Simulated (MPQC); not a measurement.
# One shape, several levels: N2H (SMILES [N]=N)

We compute a comparison of 4 runs (ROXalpha/6-311++G**, ROSVWN5/aug-pcseg-1, ROPBE0-1/3/def2-TZVPP, OPT1/TZ (Dunning)) of N2H. 

The calculation is run with MPQC 2.3.1.

3 further runs of the same task are left out: 1 that didn't finish, 2 set aside as unsound or not needed.

### 1 The molecule

N2H: 3 atoms, total charge 0, spin state doublet. As SMILES, `[N]=N`. The coordinates come from a GFN2-xTB relaxation.

Bond lengths: N1–N2 1.164 Å, N2–H3 1.037 Å. Angles: N1–N2–H3 124.8°.

### 2 The energy at ROXalpha/6-311++G(d,p) (run 1)

Input file input.in:

```
molecule<Molecule>: (
    symmetry = c1
    unit = angstrom
    { atoms geometry } = {
        N  [ 0.715210 -0.640440 0.325220 ]
        N  [ -0.243160 -0.185380 -0.152740 ]
        H  [ -0.472040 0.825820 -0.172480 ]
    }
)
basis<GaussianBasisSet>: (
    name = "6-311++G**"
    molecule = $:molecule
)
mpqc: (
    checkpoint = no
    savestate = no
    restart = no
    do_energy = yes
    do_gradient = no
    optimize = no
    mole<HSOSKS>: (
        molecule = $:molecule
        basis = $:basis
        total_charge = 0
        multiplicity = 2
        memory = 1000000000
        print_evals = yes
        print_npa = yes
        maxiter = 60
        value_accuracy = 1e-05
        functional<StdDenFunctional>: ( name = "XALPHA" )
        integrator<RadialAngularIntegrator>: ( grid = medium )
        guess_wavefunction<HSOSHF>: (
            molecule = $:molecule
            total_charge = 0
            multiplicity = 2
            memory = 1000000000
            value_accuracy = 1e-3
            basis<GaussianBasisSet>: (
                name = "STO-2G"
                molecule = $:molecule
            )
        )
    )
)
```

Started as:

```sh
mpqc input.in > input.out
```

The program printed:

```text
MPQC: Massively Parallel Quantum Chemistry
[...]
  Integrated electron density error = 0.000128012553
  iter     1 energy = -108.2356605418 delta = 1.72560e-01
  Integrated electron density error = -0.000012216370
  iter     2 energy = -108.7650662362 delta = 1.35181e-01
[...]
  Integrated electron density error = 0.000007144717
  iter     6 energy = -108.7888177337 delta = 8.54201e-04
  Integrated electron density error = 0.000007128403
  iter     7 energy = -108.7890394407 delta = 4.58768e-04
  Integrated electron density error = 0.000007141476
  iter     8 energy = -108.7890420748 delta = 9.08894e-05
  Integrated electron density error = 0.000007144668
  iter     9 energy = -108.7890432064 delta = 2.84932e-05
[...]
  LUMO is     9   A =  -0.069142
  total scf energy = -108.7890432064
Value of the MolecularEnergy: -108.7890432064
[...]
        symmetry = c1
[...]
        nbasis = 51
[...]
```

Run time: 1 s. Hardware: 1 thread of Arm Neoverse V1, shared host.

### 3 A single-point energy at ROSVWN5/aug-pcseg-1 (run 2)

Input file mol.in:

```
% emacs should use -*- KeyVal -*- mode
molecule<Molecule>: (
   symmetry = c1
   unit = angstrom
   { atoms geometry } = {
      N  [ 0.715210 -0.640440 0.325220 ]
      N  [ -0.243160 -0.185380 -0.152740 ]
      H  [ -0.472040 0.825820 -0.172480 ]
   }
)
basis<GaussianBasisSet>: (
   name = "aug-pcseg-1"
   molecule = $:molecule
   basisdir = "."
   puream = yes
)
mpqc: (
   checkpoint = no
   savestate = no
   restart = no
   do_energy = yes
   do_gradient = no
   optimize = no
   mole<HSOSKS>: (
      molecule = $:molecule
      basis = $:basis
      total_charge = 0
      multiplicity = 2
      memory = 1000000000
      print_evals = yes
      print_npa = yes
      maxiter = 100
      functional<StdDenFunctional>: ( name = "SVWN5" )
      integrator<RadialAngularIntegrator>: ( grid = fine )
      guess_wavefunction<ExtendedHuckelWfn>: (
         molecule = $:molecule
         total_charge = 0
         multiplicity = 2
         basis<GaussianBasisSet>: (
            name = "STO-3G"
            molecule = $:molecule
         )
      )
   )
)
```

The basis set aug-pcseg-1 is read from a file made from the Basis Set Exchange's data (not shown).

Started as:

```sh
mpqc -o mol.out mol.in
```

The program printed:

```text
MPQC: Massively Parallel Quantum Chemistry
[...]
  HSOSSCF::init: total charge = 0
[...]
  Integrated electron density error = 0.000271537014
  iter     1 energy = -107.5563519865 delta = 1.22234e-01
  Integrated electron density error = -0.000006426652
  iter     2 energy = -108.6400950747 delta = 7.32186e-02
[...]
  Integrated electron density error = -0.000000137125
  iter    11 energy = -109.1269850796 delta = 2.09174e-05
  Integrated electron density error = -0.000000137089
  iter    12 energy = -109.1269851347 delta = 8.34931e-06
  Integrated electron density error = -0.000000136617
  iter    13 energy = -109.1269851451 delta = 4.01081e-06
  Integrated electron density error = -0.000000136609
  iter    14 energy = -109.1269851452 delta = 1.36084e-06
[...]
  LUMO is     9   A =  -0.101833
  total scf energy = -109.1269851452
Value of the MolecularEnergy: -109.1269851452
[...]
        symmetry = c1
[...]
        nbasis = 55
[...]
```

Wall time 3.9 s (1 thread of Arm Neoverse V1, shared host).

Run 3 isn't shown in full; the table further down has it.

### 4 A single-point energy at OPT1/TZ (Dunning) (run 4)

Input file job.in:

```
% emacs should use -*- KeyVal -*- mode
molecule<Molecule>: (
    symmetry = c1
    unit = angstrom
    { atoms geometry } = {
        N  [ 0.715210      -0.640440       0.325220 ]
        N  [ -0.243160      -0.185380      -0.152740 ]
        H  [ -0.472040       0.825820      -0.172480 ]
    }
)
basis<GaussianBasisSet>: (
    name = "TZ (Dunning)"
    molecule = $:molecule
)
mpqc: (
    checkpoint = no
    savestate = no
    restart = no
    do_energy = yes
    do_gradient = no
    optimize = no
    mole<MBPT2>: (
        molecule = $:molecule
        basis = $:basis
        memory = 1000000000
        method = opt1
        nfzc = 2
        algorithm = v1
        reference<HSOSHF>: (
            molecule = $:molecule
            basis = $:basis
            total_charge = 0
            multiplicity = 2
            memory = 1000000000
            print_evals = yes
            maxiter = 100
            guess_wavefunction<HSOSHF>: (
                molecule = $:molecule
                total_charge = 0
                multiplicity = 2
                memory = 1000000000
                value_accuracy = 1e-3
                basis<GaussianBasisSet>: (
                    name = "3-21G"
                    molecule = $:molecule
                )
            )
        )
    )
)
```

Started as:

```sh
mpqc job.in > job.out
```

The program printed:

```text
MPQC: Massively Parallel Quantum Chemistry
[...]
   npass  rest  nbasis  nshell  nfuncmax  ndocc  nsocc  nvir  nfzc  nfzv
[...]
  LUMO is     9   A =   0.129672
  total scf energy = -109.3869674773
[...]
Value of the MolecularEnergy: -109.6282650766
[...]
        symmetry = c1
[...]
```

Run time: 0.85 s. Hardware: 1 thread of Arm Neoverse V1, shared host.

### 5 Overview of the runs

| run | level | starting guess | integration grid | energy (Eh) | wall time |
| --- | --- | --- | --- | --- | --- |
| 1 | ROXalpha/6-311++G** | STO-2G | medium | -108.789043 | 1 s |
| 2 | ROSVWN5/aug-pcseg-1 | huckel STO-3G | fine | -109.126985 | 3.9 s |
| 3 | ROPBE0-1/3/def2-TZVPP | huckel STO-3G | coarse | -109.946849 | 11 s |
| 4 | OPT1/TZ (Dunning) | 3-21G | – | -109.628265 | 0.85 s |

### 6 What came out

| quantity | value |
| --- | --- |
| run 4: total energy | -109.62827 Eh |
| run 4: correlation energy (2 core orbitals frozen) | -241.3 mEh |

**Reading.** Totals of different functionals can't be ranked against each other. All runs together took 16 s, the longest 11 s.
